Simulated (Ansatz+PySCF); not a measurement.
Two shapes of singlet C4H4.

Shape 1:

```xyz
8

C     0.6678    0.7833    0.0000
C    -0.6678    0.7833    0.0000
C    -0.6678   -0.7833    0.0000
C     0.6678   -0.7833    0.0000
H     1.4408    1.5532    0.0000
H    -1.4408    1.5532    0.0000
H    -1.4408   -1.5532    0.0000
H     1.4408   -1.5532    0.0000
```

Shape 2:

```xyz
8

C     0.6830    0.7450    0.0283
C    -0.6250    0.7681   -0.0209
C    -0.6391   -0.8156    0.0251
C     0.6426   -0.7757   -0.0425
H     1.4794    1.5517    0.0318
H    -1.4481    1.5922   -0.0305
H    -1.4277   -1.5743    0.0434
H     1.4240   -1.5500    0.0470
```

Basis set: def2-SVP (spherical functions). Left uncorrelated: 4 orbitals. Charge 0, multiplicity 1.

Computed with Ansatz (development build ahead of 0.2.0); each method stands on the lowest determinant of its kind that the runs found.

Q: Which shape is lower in energy, and by how much in each method?

A:

```csv
method,E(2) − E(1) (eV)
RHF,0.316
RHF-MP2,0.377
PBE0 (unrestricted),0.328
ωB97X (restricted),0.306
ωB97X (unrestricted),0.307
```

Shape 1 is lower. Caution for RHF, RHF-MP2: an unrestricted determinant lies well below. Caution for PBE0 (unrestricted): the unrestricted determinant is spin contaminated. Caution for PBE0 (unrestricted), ωB97X (unrestricted): the determinant breaks the point group.
